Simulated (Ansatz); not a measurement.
Basis-set extrapolation for `B[SiH2][SiH3]` (PBE0-D4/def2-TZVP geometry, frozen core, Ansatz). Multiplicity 1, RHF reference.

```tsv
	def2-TZVPP	def2-QZVPP
HF	-606.609603	-606.628768
MP2 correlation	-0.358479	-0.383170
CCSD(T) correlation	-0.435083	not run
```

Energies in hartree. Use E(X) = E(∞) + A·exp(−7.88·√X) for Hartree–Fock and E(X) = E(∞) + B·X^(−2.97) for correlation, with X = 3 and 4, and add CCSD(T) minus MP2 of the smaller set to the MP2 limit.

Task: What is the CCSD(T) energy at the basis-set limit?

Result: HF limit: -606.628768 + (-0.019165) × 0.13774 = -606.63141. MP2 limit: -0.383170 + (-0.024691) × 0.74074 = -0.40146. Higher-order term: -0.435083 − (-0.358479) = -0.07660. Total: -607.10947 hartree, 1.76 eV below CCSD(T)/def2-TZVPP.
